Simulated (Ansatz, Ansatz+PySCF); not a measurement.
Two shapes of singlet O₃.

Shape 1:

```xyz
3

O     0.8372    0.0000    0.0000
O    -0.4186    0.7250    0.0000
O    -0.4186   -0.7250    0.0000
```

Shape 2:

```xyz
3

O    -0.0376    0.0040   -0.4530
O    -0.0167    1.0707    0.1641
O     0.0037   -1.1105    0.2070
```

Basis set: cc-pVDZ (spherical functions). Left uncorrelated: 3 orbitals. Charge 0, multiplicity 1.

Computed with Ansatz (development build ahead of 0.2.0); each method stands on the lowest determinant of its kind that the runs found.

(1) Which shape is lower in energy, and by how much in each method?

Answers

(1)

```
 method  E(2) − E(1) (eV)
    RHF            -0.566
RHF-MP2            -1.573
```

Shape 2 is lower. Caution: in another basis set an unrestricted determinant lies well below.
